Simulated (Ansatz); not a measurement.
```yaml
crystal:
  periodic: [false, false, false]
  atoms:
    - {symbol: Ta, position_ang: [0.000000, 0.000000, 0.000000]}
    - {symbol: S, position_ang: [0.000000, 0.000000, 2.500000]}
basis:
  gaussian: {orbitals: def2-TZVP}
magnetization: {spin_polarized: true, initial_magnetization: 1}
hamiltonian: {xc: pbe0}
relax: {f_tol: 0.004, max_steps: 80}
```

```sh
$ ansatz run in.yaml --threads 1 --pin off --events-out ev --progress --plain --max-ram 2176MiB
```

Steps of the relaxation (energy above the last step; positions in Å, forces in eV/Å):

```
2
step 1, 1411.1 meV
Ta    0.000    0.000    0.000    0.000    0.000    5.421
S     0.000    0.000    2.500    0.000    0.000   -5.421
```

```
2
step 2, 0.1 meV
Ta    0.000    0.000    0.195    0.000    0.000   -0.069
S     0.000    0.000    2.305    0.000    0.000    0.069
```

```
2
step 3, 0.0 meV
Ta    0.000    0.000    0.193    0.000    0.000    0.036
S     0.000    0.000    2.307    0.000    0.000   -0.036
```

```
2
step 5, 0.0 meV
Ta    0.000    0.000    0.194    0.000    0.000    0.000
S     0.000    0.000    2.306    0.000    0.000    0.000
```

Close pairs at the end: Ta1–S2 2.112 Å.

A stationary point of unrestricted PBE0 after 5 steps, with ⟨S²⟩ = 1.192 against 0.75 for a pure state. 42 s on 1 thread of Arm Neoverse V2, shared host.
